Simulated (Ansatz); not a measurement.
**Energy profile**

The step: CH₃O ([CH3][O]) + SiH₄ → CH₄O ([CH3][OH]) + SiH₃; bonds formed: H1–O3; bonds broken: H1–Si2 (atoms numbered as in the saddle structure below).

```xyz
10
angstrom
H 0.0352 0.0838 -0.7587
Si 1.3953 0.8651 -0.7827
O -1.2204 -0.6288 -0.5320
C -1.3483 -0.8466 0.8252
H 2.4648 -0.0366 -1.2808
H 1.7067 1.3028 0.6039
H 1.2588 2.0463 -1.6718
H -1.3910 0.0796 1.4137
H -0.5811 -1.5163 1.2359
H -2.3200 -1.3493 0.9473
```

Electronic energies by CCSD(T) at an estimated basis limit (MP2 extrapolated from triple and quadruple zeta, plus CCSD(T) − MP2 in triple zeta), on PBE0-D4/def2-TZVP structures; CH7OSi, doublet; no counterpoise correction; spin–orbit coupling, which lowers free halogen atoms and radicals such as OH and SH, is left out. Program: Ansatz 0.2.0. Basis: def2-TZVPP and def2-QZVPP. Cores are frozen in the correlated methods; orbitals are unrestricted. Extrapolation: Hartree–Fock as exp(−7.88 √X), correlation as X^−2.97.

Task: Give the profile in kcal/mol, counted from the separated reactants. (To be estimated.)

Result: The calculation gives:
| point | kcal/mol |
| --- | --- |
| separated: SiH4 (H1, Si2, H5, H6, H7; singlet) + CH3O (linked as [CH3][O]; O3, C4, H8, H9, H10; doublet) | 0.00 |
| start structure | -2.07 |
| saddle | 5.87 |
| end structure | -18.95 |
| separated: CH4O (linked as [CH3][OH]; H1, O3, C4, H8, H9, H10; singlet) + SiH3 (Si2, H5, H6, H7; doublet) | -16.93 |

The T1 diagnostic stays at or below 0.022. ⟨S²⟩ of the unrestricted Hartree–Fock references: 0.75 to 0.77 (a pure state has 0.75).

Radical steps of this kind take place in plasma deposition and etching.

For scale, one of the runs: CCSD(T)/def2-TZVPP, 202 basis functions, launched by `ansatz run in.yaml --threads 4 --pin off --events-out ev --progress --plain --max-ram 9574MiB`. Hardware: 4 CPU threads of an AMD EPYC 7R43, shared host. Wall time 110 s; peak host memory 6.5 GiB.
